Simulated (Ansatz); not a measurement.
Nudged elastic band run: AlClFH3

Input:

```yaml
crystal:
  periodic: [false, false, false]
  atoms:
    - { symbol: Al, position_ang: [0.010019, -0.096218, 0.068819] }
    - { symbol: Cl, position_ang: [0.007174, 0.255444, 2.266355] }
    - { symbol: H, position_ang: [1.427956, 0.153384, -0.610095] }
    - { symbol: H, position_ang: [-1.423627, 0.074355, -0.601504] }
    - { symbol: F, position_ang: [0.064778, -2.004678, 0.671778] }
    - { symbol: H, position_ang: [0.059, -1.678485, 1.615447] }
basis:
  gaussian: { orbitals: "6-31G*" }
hamiltonian:
  xc: pbe
  dispersion: d4
neb:
  order_check: false
  images: 9
  f_tol: 0.03
  max_iterations: 60
  final_atoms:
    - { symbol: Al, position_ang: [0.01288382, -0.36831399, -0.16504028] }
    - { symbol: Cl, position_ang: [0.02356589, -0.01356878, 2.4104819] }
    - { symbol: H, position_ang: [1.42569036, 0.21756165, -0.60982155] }
    - { symbol: H, position_ang: [-1.42894437, 0.13531516, -0.61905746] }
    - { symbol: F, position_ang: [0.05839387, -1.98725045, 0.4483789] }
    - { symbol: H, position_ang: [0.05371042, -1.2799416, 1.9458585] }
  initial_path:
    images:
      - { positions_ang: [[0.010019, -0.096218, 0.068819], [0.007174, 0.255444, 2.266355], [1.427956, 0.153384, -0.610095], [-1.423627, 0.074355, -0.601504], [0.064778, -2.004678, 0.671778], [0.059, -1.678485, 1.615447]] }
      - { positions_ang: [[0.00741065, -0.0752618, 0.05676329], [0.00535484, 0.19811844, 2.3307308], [1.4118902, 0.12819226, -0.6424436], [-1.40976923, 0.06223074, -0.63538237], [0.0698209, -1.98114927, 0.65879614], [0.06059264, -1.62832837, 1.64233573]] }
      - { positions_ang: [[0.00480231, -0.05430559, 0.04470758], [0.00353568, 0.14079288, 2.39510661], [1.3958244, 0.10300052, -0.6747922], [-1.39591146, 0.05010648, -0.66926074], [0.07486379, -1.95762055, 0.64581429], [0.06218528, -1.57817175, 1.66922446]] }
      - { positions_ang: [[0.00219396, -0.03334939, 0.03265186], [0.00171651, 0.08346732, 2.45948241], [1.3797586, 0.07780879, -0.7071408], [-1.38205369, 0.03798222, -0.70313911], [0.07990669, -1.93409182, 0.63283243], [0.06377793, -1.52801512, 1.6961132]] }
      - { positions_ang: [[-0.00041439, -0.01239318, 0.02059615], [-0.00010265, 0.02614176, 2.52385822], [1.3636928, 0.05261705, -0.7394894], [-1.36819592, 0.02585796, -0.73701748], [0.08494959, -1.9105631, 0.61985058], [0.06537057, -1.47785849, 1.72300193]] }
      - { positions_ang: [[-0.00302274, 0.00856302, 0.00854044], [-0.00192181, -0.0311838, 2.58823402], [1.347627, 0.02742531, -0.771838], [-1.35433815, 0.0137337, -0.77089585], [0.08999249, -1.88703437, 0.60686872], [0.06696321, -1.42770187, 1.74989066]] }
      - { positions_ang: [[0.00015857, -0.06681238, -0.0261757], [0.00317573, -0.02766079, 2.5526836], [1.36323967, 0.06545258, -0.73943471], [-1.36925939, 0.03804999, -0.74052817], [0.08367276, -1.90707759, 0.57517076], [0.06431265, -1.39814981, 1.78908423]] }
      - { positions_ang: [[0.00333989, -0.14218778, -0.06089185], [0.00827327, -0.02413779, 2.51713317], [1.37885234, 0.10347985, -0.70703142], [-1.38418064, 0.06236629, -0.71016049], [0.07735304, -1.9271208, 0.54347279], [0.0616621, -1.36859776, 1.8282778]] }
      - { positions_ang: [[0.0065212, -0.21756318, -0.09560799], [0.01337081, -0.02061479, 2.48158275], [1.39446502, 0.14150712, -0.67462813], [-1.39910188, 0.08668258, -0.67979281], [0.07103332, -1.94716402, 0.51177483], [0.05901154, -1.33904571, 1.86747136]] }
      - { positions_ang: [[0.00970251, -0.29293858, -0.13032414], [0.01846835, -0.01709178, 2.44603232], [1.41007769, 0.17953439, -0.64222484], [-1.41402312, 0.11099887, -0.64942514], [0.06471359, -1.96720724, 0.48007686], [0.05636098, -1.30949365, 1.90666493]] }
      - { positions_ang: [[0.01288382, -0.36831399, -0.16504028], [0.02356589, -0.01356878, 2.4104819], [1.42569036, 0.21756165, -0.60982155], [-1.42894437, 0.13531516, -0.61905746], [0.05839387, -1.98725045, 0.4483789], [0.05371042, -1.2799416, 1.9458585]] }
```

Command:

```bash
$ ansatz run input.yaml --threads 1 --pin off --max-ram 2048MiB --backend cpu --events-out ev --progress --plain --runs-dir out
```

Output, in part (warnings, iteration lines, the closing report on the highest movable image, with atoms numbered from 0):

```
NEB end point (image 0): max|allowed force component| = 5.026e-3 eV/Å (the criterion of neb.relax_end_points is 1.000e-2)
NEB end point (image 10): max|allowed force component| = 1.391e-2 eV/Å (the criterion of neb.relax_end_points is 1.000e-2)
NEB iter   1: max|band force component| = 2.310e0 eV/Å  barrier→ = 0.7055 eV  barrier← = 0.5956 eV  Δτ_max = 0.2000 Å  (259 SCF iters)
NEB iter   2: max|band force component| = 9.746e-1 eV/Å  barrier→ = 0.1721 eV  barrier← = 0.0622 eV  Δτ_max = 0.0853 Å  (232 SCF iters)
NEB iter   3: max|band force component| = 3.005e-1 eV/Å  barrier→ = 0.1298 eV  barrier← = 0.0199 eV  CI = image 7  Δτ_max = 0.0305 Å  (233 SCF iters)
NEB iter   4: max|band force component| = 7.675e-2 eV/Å  barrier→ = 0.1246 eV  barrier← = 0.0147 eV  CI = image 7  Δτ_max = 0.0144 Å  (238 SCF iters)
NEB iter   5: max|band force component| = 1.801e-2 eV/Å  barrier→ = 0.1246 eV  barrier← = 0.0147 eV  CI = image 7  Δτ_max = 0.0000 Å  (429 SCF iters)
Total energy: -21874.27353629 eV, -803.8647255434 hartree
Atom 0 at     0.015036    -0.296640    -0.072765 Å, force     0.001273    -0.014901     0.002046 eV/Å
Atom 1 at     0.015637     0.006589     2.348712 Å, force    -0.000276    -0.000427     0.002502 eV/Å
Atom 2 at     1.432328     0.186282    -0.609828 Å, force     0.002770     0.003236    -0.002657 eV/Å
Atom 3 at    -1.429846     0.109843    -0.599568 Å, force    -0.002917     0.002255    -0.002236 eV/Å
Atom 4 at     0.062663    -1.970156     0.581135 Å, force    -0.001289     0.007868    -0.010327 eV/Å
Atom 5 at     0.049482    -1.332115     1.763113 Å, force     0.000438     0.001969     0.010673 eV/Å
Dipole moment:     0.000999    -0.044284    -0.002328 e Å
```

The forces met the threshold. A vibrational analysis at the climbing image gives one clearly imaginary mode, 260i cm⁻¹: a first-order saddle point. The orbitals stay closed-shell, which can raise the energy where a bond breaks towards radicals; this wasn't checked here.

Final band (atoms are numbered from 1 in the order of the input):

| image | path coordinate (Å) | energy (eV) | F5–H6 (Å) | Cl2–H6 (Å) |
| --- | --- | --- | --- | --- |
| 0 | 0.00 | 0.000 | 1.00 | 2.04 |
| 1 | 0.08 | 0.004 | 1.01 | 1.94 |
| 2 | 0.16 | 0.017 | 1.03 | 1.85 |
| 3 | 0.24 | 0.039 | 1.07 | 1.76 |
| 4 | 0.32 | 0.070 | 1.11 | 1.67 |
| 5 | 0.40 | 0.100 | 1.18 | 1.59 |
| 6 | 0.48 | 0.120 | 1.26 | 1.52 |
| 7 | 0.56 | 0.125 | 1.34 | 1.46 |
| 8 | 0.65 | 0.119 | 1.45 | 1.41 |
| 9 | 0.75 | 0.112 | 1.55 | 1.37 |
| 10 | 0.84 | 0.110 | 1.66 | 1.35 |

The run took 76 s on 1 thread of Arm Neoverse V1 (shared host), peak memory 0.11 GiB.
